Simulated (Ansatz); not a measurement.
Basis-set extrapolation for C2H2O2S, SMILES `O=C1SC1O` (PBE0-D4/def2-TZVP geometry, frozen core, the Gaussian-basis code of Ansatz). Multiplicity 1, RHF reference.

```tsv
	def2-TZVPP	def2-QZVPP
HF	-624.205531	-624.226672
MP2 correlation	-0.957499	-1.031000
CCSD(T) correlation	-1.017568	not run
```

Energies in hartree. Use E(X) = E(∞) + A·exp(−7.88·√X) for Hartree–Fock and E(X) = E(∞) + B·X^(−2.97) for correlation, with X = 3 and 4, and add CCSD(T) minus MP2 of the smaller set to the MP2 limit.

What is the CCSD(T) energy at the basis-set limit?

HF limit: -624.226672 + (-0.021141) × 0.13774 = -624.22958. MP2 limit: -1.031000 + (-0.073501) × 0.74074 = -1.08545. Higher-order term: -1.017568 − (-0.957499) = -0.06007. Total: -625.37510 hartree, 399.1 kJ/mol below CCSD(T)/def2-TZVPP.
